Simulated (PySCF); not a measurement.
How methods differ on the ionisation energy of C

C [He] 2s2 2p2 (3P) → C+ [He] 2s2 2p1 (2P), as a difference of total energies. Calculation: PySCF 2.14, in def2-TZVP; the non-relativistic Hamiltonian (point nucleus). Correlated levels: valence: 1s2 frozen. The calculations carry no spin-orbit coupling.

```
           method  ionisation energy (eV)
              UHF                  10.801
              LDA                  11.682
           M06-2X                  11.315
    MP2 (valence)                  11.242
SCS-MP2 (valence)                  11.115
   CCSD (valence)                  11.145
CCSD(T) (valence)                  11.169
```

**Question.** How much does correlation contribute at CCSD(T) (valence)?

**Answer.** 11.169 − (10.801) = 0.368 eV, measured against UHF.

Errors of the correlated levels include the incompleteness of this basis and the frozen core.

For comparison: 11.262 eV (measured; NIST levels, between the centres of gravity of the two terms).
